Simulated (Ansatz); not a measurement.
## How far a parabola holds: energy against volume of fcc Sr

fcc Sr, treated with BLYP (plane waves, PAW; Ansatz, an electronic-structure program). Numerical settings: plane-wave cutoff 520 eV, 16×16×16 k mesh, Fermi–Dirac smearing 0.05 eV, scalar-relativistic PAW data made under PBE. The cell has no free parameter but its volume, all volumes share cutoff and mesh, and the runs aren't spin-polarised. Energies are free energies at the run's smearing, counted from the lowest row; static lattice.

| V (Å³/atom) | E (meV/atom) |
|---|---|
| 52.770 | ? |
| 53.892 | 3.15 |
| 55.015 | 0.76 |
| 56.138 | 0.00 |
| 57.261 | 0.71 |
| 58.384 | 2.76 |

Fit E of the 5 rows that show it with a parabola. With u = V - 56.1, the rows have u = -2.2080, -1.0850, 0.0380, 1.1610, 2.2840. Least squares gives E = 0.001 - 0.1185·u + 0.58621·u². Residuals (row less fit): 0.029, -0.060, 0.003, 0.056, -0.028; standard error 0.065 (degrees of freedom: 2). The fitted curve has its minimum at V = 56.2, where E = 0.00. Its curvature is d²E/dV² = 2 × 0.58621 meV/Å⁶, so B = V0·d²E/dV² × 0.1602 = 10.6 GPa.

Predict the withheld E at V = 52.770 from the fit, and compare with the calculation.

u = -3.3300, so E = 0.001 - 0.1185 × (-3.3300) + 0.58621 × (-3.3300)² = 6.896 meV/atom. The calculation gives 7.34 meV/atom, 0.444 meV/atom above the prediction (6.0 % of the range of E in the table). The row lies outside the fitted rows, so this is an extrapolation. From the scatter of the fitted rows alone, a prediction at this place has a standard error of 0.153 meV/atom, so the miss is 2.9 times that.

The residuals are curvature that a parabola lacks, not noise. A solid that stiffens under compression and softens on expansion lies above the parabola at the compressed end and under it at the expanded end, as this row does. A third-order Birch-Murnaghan fit to the whole scan has B0 = 10.5 GPa. Only scans are tabulated whose curvature falls smoothly with volume, and where the parabola meets the shown rows within 5 % of their range and misses the end by 0.1 meV or more.

Measured, for comparison: bulk modulus 12.5 GPa (corrected for temperature and zero-point phonon effects, sources range from 12.0 to 12.5; as tabulated in Levämäki et al. (2014), arXiv:1402.3671). Computed less measured: bulk modulus -16 % (-12 % to -16 % over the range).
